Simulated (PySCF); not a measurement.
# The bond of SH, level by level

One table from this session's results is given with a row withheld; the runs are named, their logs left out.

The runs use PySCF 2.14.0; H STO-3G, S STO-3G, no relativity.

The first run:

Settings of the job:

```
atoms                         : H, S
charge                        : 0
basis                         : H STO-3G, S STO-3G
Hamiltonian                   : no relativity
basis functions               : 10
electrons treated             : 17
masses in u                   : 1.0078, 31.9721
levels                        : PBE0, PBE, r²SCAN, B97-3, M06-L, r²SCAN0, HF, MP2, SCS-MP2, CCSD, CCSD(T)
grid                          : 80 radial by 434 angular points
occupations                   : held fixed by the projection of orbital angular momentum
dissociation limit            : H + S, each in its ground configuration
starting distance in angstrom : 1.305
values of 2S to try           : 1, 3
```

On the command line:

```bash
> OMP_NUM_THREADS=1 python dia.py task.json out
```

Among the steps run: Set-up; The PBE0 curve of the state that the search chose; PBE (GGA); r²SCAN; B97-3 (global hybrid GGA); M06-L; r²SCAN0; UHF (mean field); MP2 and coupled cluster.

One table of the session follows, with a row left open; its other results are not shown here.

| level | Re (Å) | ωe (cm⁻¹) |
| --- | --- | --- |
| UHF | 1.338 | 3233 |
| UHF-MP2 | 1.354 | 3073 |
| UHF-SCS-MP2 | 1.357 | 3040 |
| UHF-CCSD | 1.371 | 2892 |
| UHF-CCSD(T) | 1.371 | 2892 |
| PBE | 1.377 | 2859 |
| r²SCAN | 1.366 | 2942 |
| M06-L | 1.365 | 2948 |
| PBE0 | 1.362 | 2992 |
| r²SCAN0 | ? | ? |
| B97-3 | 1.364 | 2972 |

Estimate the missing values for r²SCAN0.

The run gave: Re (Å): 1.355; ωe (cm⁻¹): 3038. In the column «Re (Å)» it lies between UHF-MP2 (1.354) and UHF-SCS-MP2 (1.357).

De is counted to H + S in their ground configurations.
